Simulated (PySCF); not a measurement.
One molecule, many functionals

Compound: Si2H6.
SMILES: `[SiH3][SiH3]`

Linear-response calculations in the def2-SVPD basis (PySCF; singlets by full response, triplets Tamm–Dancoff, core orbitals frozen in the response; HF means time-dependent Hartree–Fock). 'Strongest' is the level of largest summed f among the singlets computed (6 and 10 roots, of which the last may lack a degenerate partner); it can jump between rows when another state enters that window. S1 is the lowest singlet of each run and needn't be the same state throughout; f(S1) is that of one state. Isolated species at its PBE0-D3(BJ)/def2-SVP geometry, gas phase.

```json
{"functional": "LDA", "kind": "LDA", "S1 (eV)": "7.00", "f(S1)": "0.000", "strongest (eV)": "7.24", "T1 (eV)": "6.39", "HOMO (eV)": "-7.33", "gap (eV)": "6.71", "ionisation energy, ΔSCF (eV)": "10.47"}
{"functional": "PBE", "kind": "GGA", "S1 (eV)": "7.06", "f(S1)": "0.000", "strongest (eV)": "7.32", "T1 (eV)": "6.27", "HOMO (eV)": "-7.27", "gap (eV)": "6.78", "ionisation energy, ΔSCF (eV)": "10.36"}
{"functional": "PBE0", "kind": "global hybrid, 25% exact exchange", "S1 (eV)": "7.47", "f(S1)": "0.024", "strongest (eV)": "7.82", "T1 (eV)": "not run", "HOMO (eV)": "-8.39", "gap (eV)": "8.72", "ionisation energy, ΔSCF (eV)": "not run"}
{"functional": "BHandHLYP", "kind": "global hybrid, 50% exact exchange", "S1 (eV)": "7.71", "f(S1)": "0.031", "strongest (eV)": "8.17", "T1 (eV)": "6.70", "HOMO (eV)": "-9.41", "gap (eV)": "10.29", "ionisation energy, ΔSCF (eV)": "10.55"}
{"functional": "CAM-B3LYP", "kind": "range-separated hybrid", "S1 (eV)": "7.58", "f(S1)": "0.025", "strongest (eV)": "8.02", "T1 (eV)": "6.63", "HOMO (eV)": "-9.66", "gap (eV)": "10.70", "ionisation energy, ΔSCF (eV)": "10.60"}
{"functional": "wB97X-D", "kind": "range-separated hybrid", "S1 (eV)": "7.56", "f(S1)": "0.024", "strongest (eV)": "8.11", "T1 (eV)": "6.65", "HOMO (eV)": "-10.21", "gap (eV)": "12.09", "ionisation energy, ΔSCF (eV)": "10.58"}
{"functional": "LC-wPBE", "kind": "range-separated hybrid", "S1 (eV)": "7.75", "f(S1)": "0.028", "strongest (eV)": "8.52", "T1 (eV)": "6.63", "HOMO (eV)": "-11.00", "gap (eV)": "13.04", "ionisation energy, ΔSCF (eV)": "10.67"}
{"functional": "HF", "kind": "Hartree–Fock", "S1 (eV)": "8.07", "f(S1)": "0.042", "strongest (eV)": "8.85", "T1 (eV)": "6.73", "HOMO (eV)": "-11.02", "gap (eV)": "13.38", "ionisation energy, ΔSCF (eV)": "not settled"}
```

Task: What does B3LYP (global hybrid, 20% exact exchange) give?

Result: S1 (eV) 7.38, f(S1) 0.000, strongest (eV) 7.66, T1 (eV) 6.52, HOMO (eV) -8.19, gap (eV) 8.28, ionisation energy, ΔSCF (eV) 10.54. S1 runs from 7.00 eV (LDA) to 8.07 eV (HF), a spread of 1.08 eV, while the orbital gap spreads over 6.7 eV. Along PBE (0%), B3LYP (20%), PBE0 (25%), BHandHLYP (50%), HF (100%) S1 rises with the share of exact exchange. −ε(HOMO) comes closest to its own ΔSCF ionisation energy with LC-wPBE (+0.33 eV) and misses most with LDA (-3.15 eV). 'Not settled' means that the ion's SCF failed to converge or may have ended in another state than the lowest.

Without π bonds the low states are Rydberg-like; a valence basis with one diffuse set may place them up to an eV too high.
